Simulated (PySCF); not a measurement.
Isomers of C4H6S. Method used: TDDFT CAM-B3LYP/def2-SVPD, vertical, gas phase, core orbitals frozen in the response in PySCF 2.14.0, density-fitted response routines. Geometries: PBE0-D3(BJ)/def2-SVP; one conformer of each isolated species. Triplets are in the Tamm–Dancoff approximation.

A. `C1=CSCC1`
B. `CC#CCS`
C. `C1=CCSC1`

Lowest singlet levels (six at most, fewer where fewer were computed) with oscillator strengths:

1. 5.19 eV (f 0.000); 5.73 eV (f 0.020); 5.96 eV (f 0.026); 6.29 eV (f 0.002); 6.81 eV (f 0.028); 7.03 eV (f 0.000); T1 4.30 eV
2. 4.87 eV (f 0.006); 5.39 eV (f 0.120); 5.67 eV (f 0.009); 6.25 eV (f 0.026); 6.48 eV (f 0.028); 6.62 eV (f 0.009); T1 3.59 eV
3. 5.41 eV (f 0.001); 5.98 eV (f 0.051); 6.18 eV (f 0.010); 6.52 eV (f 0.033); 6.59 eV (f 0.005); 6.75 eV (f 0.004); T1 4.90 eV

Question: Which spectrum belongs to which structure?

Answer: 1 = C, 2 = A, 3 = B.
- A: S1 at 4.87 eV, HOMO→LUMO (60%), HOMO→LUMO+1 (16%), HOMO→LUMO+8 (8%); Löwdin shares by element: HOMO sulfur 47%, carbon 41% or more; LUMO carbon 46% or more, sulfur 37% (atoms not listed hold the other 18%); HOMO -7.15 and LUMO 1.21 eV.
- B: S1 at 5.41 eV, HOMO→LUMO (54%), HOMO→LUMO+1 (18%); Löwdin shares by element: HOMO sulfur 66%, carbon 25% or more; LUMO sulfur 41%, carbon 20% or more, hydrogen 11% or more (atoms not listed hold the other 28%); HOMO -8.24 and LUMO 0.93 eV.
- C: S1 at 5.19 eV, HOMO→LUMO+1 (76%), HOMO→LUMO+8 (13%); Löwdin shares by element: HOMO sulfur 63%, carbon 21% or more (atoms not listed hold the other 16%); LUMO carbon 78% (atoms not listed hold the other 22%); HOMO -7.56 and LUMO 1.32 eV; point group C2v, 2 of its 6 listed states under f = 0.0005.
